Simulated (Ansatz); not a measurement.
# BNH2+ (doublet): the correlation ladder, cc-pVDZ

One table from this session's results is given with a row withheld; the runs are named, their logs left out.

Method: cc-pVDZ, core rule «outside noble gas», up to 2 orbitals frozen; program: Ansatz 0.2.0, Gaussian basis.

Plan: UHF; CCSD(T) on ROHF; CCSD(T) on UHF; BCCD(T) on ROHF; CISD; CCSDT(Q) on ROHF; CCSDT(Q) on UHF; CASSCF and MRCISD+Q, 9 electrons in 10 orbitals; CASSCF and NEVPT2, 9 electrons in 10 orbitals.

22 further runs of the same task are left out: 9 that didn't finish, 13 set aside as unsound or not needed.

**The system**

The geometry is a PBE0/def2-TZVP stationary point (not a proven minimum) of the parent state, kept for this charge and spin.

4 atoms, charge 1, spin multiplicity 2.

Atoms are counted from 1 here; the program's logs count them from 0.

Bond lengths: B1–N2 1.376 Å, B1–H3 1.215 Å, N2–H4 1.012 Å. Angles: N2–B1–H3 113.0°, B1–N2–H4 139.9°.

Geometry (Å):

```
B     0.00000   -0.12401    0.77390
N     0.00000   -0.02242   -0.59798
H     0.00000    0.95641    1.33059
H     0.00000    0.68525   -1.32153
```

Set-up of the first run:

in.yaml

```yaml
crystal:
  periodic: [false, false, false]
  atoms:
    - {symbol: B, position_ang: [0.000000, -0.124007, 0.773899]}
    - {symbol: N, position_ang: [0.000000, -0.022422, -0.597982]}
    - {symbol: H, position_ang: [0.000000, 0.956413, 1.330586]}
    - {symbol: H, position_ang: [0.000000, 0.685254, -1.321528]}
basis:
  gaussian: {orbitals: cc-pVDZ}
total_charge: 1
magnetization: {spin_polarized: true, initial_magnetization: 1}
hamiltonian: {xc: hf}
output: {orbitals: {seedname: orbitals}}
```

On the command line:

```sh
$ ansatz run in.yaml --threads 1 --pin off --events-out ev --progress --plain --max-ram 2393MiB
```

Steps of the session up to this table: UHF; CCSD(T) on ROHF; CCSD(T) on UHF; BCCD(T) on ROHF; CISD; CCSDT(Q) on ROHF; CCSDT(Q) on UHF; CASSCF and MRCISD+Q, 9 electrons in 10 orbitals; CASSCF and NEVPT2, 9 electrons in 10 orbitals.

One of the session's tables, all rows but one given; the rest of the session is left out.

It belongs to the step «Misses and costs». 

| method | from UCCSDT(Q) (kJ/mol) |
| --- | --- |
| ROHF | +630.3 |
| UHF | +613.9 |
| RMP2 | ? |
| UMP2 | +102.3 |
| CISD | +64.3 |
| RCCSD | +25.2 |
| UCCSD | +25.0 |
| RCCSD(T) | +5.0 |
| UCCSD(T) | +5.5 |
| BCCD(T) | +5.4 |
| RCCSDT | +1.7 |
| UCCSDT | +1.7 |
| RCCSDT(Q) | +0.5 |
| UCCSDT(Q) | 0 |
| CASSCF valence | +292.8 |
| NEVPT2 valence | +66.4 |
| MRCISD valence | +14.0 |
| MRCISD+Q valence | +3.6 |

**Question.** Estimate the row for RMP2.

**Answer.** from UCCSDT(Q) (kJ/mol): +101.5. In the column «from UCCSDT(Q) (kJ/mol)» it lies between NEVPT2 valence (+66.4) and UMP2 (+102.3).

To keep in mind: Restricted and unrestricted rows rest on different reference determinants; where their highest levels disagree by more than a few hundredths of an eV, they describe different states and don't form one ladder.
